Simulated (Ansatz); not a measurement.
Two isomers of C4H4OS: A = `Oc1ccsc1`, B = `C=CSC#CO`.

Computed with Ansatz on PBE0-D4/def2-TZVP structures; ΔE is electronic, products minus reactants. CCSD(T)/CBS adds triple-zeta CCSD(T) − MP2 to the extrapolated MP2 energy (def2 sets, frozen cores). Functionals use def2-TZVPP. B3LYP here is the variant with VWN-RPA as its local correlation; programs differ in this. One conformer a species, not always the lowest.

Which isomer does CCSD(T)/CBS put lower? Give the gap. (Best estimate.)

The calculation gave: A, by 63.6 kcal/mol.

Give E(B) − E(A) in kcal/mol with CCSD(T)/def2-TZVPP, HF/def2-TZVPP, B2PLYP, CCSD/def2-TZVPP, PBE0-D4, PBE-D4, B3LYP. (An estimate is asked.)

The calculation gave: CCSD(T)/def2-TZVPP 62.9, HF/def2-TZVPP 56.4, B2PLYP 61.3, CCSD/def2-TZVPP 61.5, PBE0-D4 67.0, PBE-D4 64.0, B3LYP 58.4. None reverses the order clearly.

Largest T1 diagnostic: 0.014.

In def2-TZVPP, CCSD(T) changes the Hartree–Fock value by +6.6 kcal/mol (the triples alone add +1.4 kcal/mol) and MP2 by +11.2 kcal/mol. The D4 term adds +2.1 kcal/mol with B3LYP and +1.0 kcal/mol with PBE0; it sums over pairs of atoms, weighted by their polarisabilities, and B3LYP, whose exchange is more repulsive, gets the larger term.
